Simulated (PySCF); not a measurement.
# NaAl: frontier orbitals

PBE0 at R = 3.154 Å; PySCF, spin-free X2C with a Gaussian nucleus, basis sets Na jorge-DZP-DKH, Al jorge-DZP-DKH. State: ¹Σ⁺ (singlet), closed shell. Only the outer orbitals are listed, counted within each symmetry.

| orbital | occ. | ε (eV) | on Na (%) | main shells (%) |
| --- | --- | --- | --- | --- |
| 2π | 2 | -31.56 | 100 | 100 Na p |
| 2π | 2 | -31.56 | 100 | 100 Na p |
| 6σ | 2 | -31.53 | 100 | 100 Na p |
| 7σ | 2 | -8.37 | 8 | 92 Al s |
| 8σ | 2 | -3.55 | 42 | 56 Al p, 40 Na s |
| 3π | 0 | -1.75 | 15 | 85 Al p, 13 Na p |
| 3π | 0 | -1.75 | 15 | 85 Al p, 13 Na p |
| 9σ | 0 | -1.13 | 71 | 52 Na s, 29 Al p, 19 Na p |

Question: Which are the highest filled and the lowest empty level, where do they sit, and how wide is the gap?

Answer: Highest filled 8σ at -3.55 eV (in %: 56 Al p, 40 Na s); lowest empty 3π at -1.75 eV (in %: 85 Al p, 13 Na p); the gap at PBE0 is 1.80 eV.

| Quantity | Value |
| --- | --- |
| bond order (Mayer) | 1.10 |
| ⟨S²⟩ | 0.000 |
| charge on Na (Mulliken, basis-dependent) | 0.01 |
| charge on Na (Löwdin, basis-dependent) | -0.17 |
| dipole moment (positive dipole means Na(−)Al(+)) | -2.52 D |
| polarisability along the bond | 307.3 bohr³ |
| polarisability across the bond | 126.9 bohr³ |

Closed-shell solutions of metal pairs were not tested for spin polarisation, which can lower them a little.
